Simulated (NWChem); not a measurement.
## Correlation energy of acetamide (C$_{2}$H$_{5}$NO)

```xyz
9

C     -0.7214     1.2063    -0.0013
C      0.1709    -0.0277    -0.0055
N     -0.4991    -1.2212    -0.0224
O      1.3847     0.0352     0.0236
H     -1.1593     1.3490     1.0006
H     -1.5492     1.1214    -0.7231
H     -0.1090     2.0834    -0.2434
H      0.0440    -2.0758     0.0109
H     -1.5077    -1.2830    -0.0355
```
Charge 0, spin multiplicity 1.

The numbers come from NWChem runs, not from measurements. All single points use one geometry, from B3LYP/def2-SVP, a minimum by its harmonic frequencies. It is one conformer; others weren't searched.

Basis set: 6-31G*. Each correlation energy counts from its own Hartree-Fock reference.

The correlated methods keep 4 core orbitals frozen. The Pople sets run with spherical d functions. Coupled-cluster values serve here as a point of comparison, not as the truth.

```csv
method,correlation energy (mHa)
MP2,-588.1
SCS-MP2,-573.6
CCSD,…
CCSD+T(CCSD),…
CCSD(T),-635.4
CR-CCSD[T],…
CR-CCSD(T),-630.9
```

Fill in the missing entries.


- CCSD, correlation energy (mHa): -617.5
- CCSD+T(CCSD), correlation energy (mHa): -637.1
- CR-CCSD[T], correlation energy (mHa): -632.1
